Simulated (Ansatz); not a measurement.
Basis sets compared for the cluster B2C⁻ (the lowest doublet isomer of a short search). Charge -1, multiplicity 2. Geometry PBE0-D4/def2-TZVPD. Ansatz on 4 threads of Arm Neoverse V2 on a shared host; times are rough, and most runs start from earlier orbitals.

```tsv
atom	x (Å)	y (Å)	z (Å)
B1	0.377	0.778	-0.391
B2	0.284	-0.899	0.102
C3	-0.660	0.121	0.288
```

At PBE-D4/def2-SVPD, PBE-D4/def2-TZVPD the highest occupied level of the charge -1 doublet lies above zero (up to 0.81 eV). By energy differences its removal costs 1.80 eV (vertical, to the charge 0 singlet, at CCSD(T)/def2-TZVPPD). The structure comes from a short search, and lower isomers may exist.

```tsv
level	functions	energy (Eh)	HOMO (eV)	LUMO (eV)	wall time
PBE-D4/def2-SVPD	60	-87.4496	0.81	1.91	0.35 s
PBE0-D4/def2-SVPD	60	-87.4514	-0.40	2.70	0.35 s
```

Question: Estimate the rows for PBE-D4/def2-TZVPD (with forces), PBE0-D4/def2-TZVPD.

Answer: 
| level | functions | energy (Eh) | HOMO (eV) | LUMO (eV) | wall time |
| --- | --- | --- | --- | --- | --- |
| PBE-D4/def2-TZVPD (with forces) | 111 | -87.5414 | 0.73 | 1.83 | 0.7 s |
| PBE0-D4/def2-TZVPD | 111 | -87.5431 | -0.46 | 2.61 | 1.1 s |
